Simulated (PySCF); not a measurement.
System: H6 (cation, charge +1), lowest doublet found (which spin is the ground state isn't settled by this scan): linear chain of 6 equally spaced H atoms, symmetric stretch. Scanned: H-H spacing.

Methods: UKS-B3LYP/6-31G* = PySCF 2.14.0 with unrestricted B3LYP/6-31G*, spherical d; UKS-B3LYP/LANL2DZ = unrestricted B3LYP/LANL2DZ run with PySCF; UHF/STO-3G = PySCF with unrestricted Hartree-Fock/STO-3G.

Energies in kJ/mol, each method relative to its own lowest point.

| r / Å | UKS-B3LYP/6-31G* | UKS-B3LYP/LANL2DZ | UHF/STO-3G |
|---|---|---|---|
| 0.63 | 583.7 | 589.5 | 799.0 |
| 0.70 | 273.0 | 277.0 | … |
| 0.77 | 102.2 | 104.5 | … |
| 0.84 | 21.5 | 22.4 | 32.1 |
| 0.90 | 0.0 | 0.0 | 0.0 |
| 0.96 | 8.4 | 7.8 | … |
| 1.03 | 43.9 | 42.9 | 61.6 |
| 1.12 | 115.0 | 114.0 | 166.5 |
| 1.23 | 222.2 | 222.0 | 327.7 |
| 1.35 | 348.0 | 349.4 | 515.6 |
| 1.53 | 531.5 | 536.7 | … |
| 1.71 | 694.5 | 704.3 | 968.8 |
| 1.98 | 888.8 | 904.7 | … |

Q: What belongs in the gaps?

A: 
- 0.70, UHF/STO-3G: 381.8
- 0.77, UHF/STO-3G: 146.4
- 0.96, UHF/STO-3G: 10.8
- 1.53, UHF/STO-3G: 773.4
- 1.98, UHF/STO-3G: 1147.9
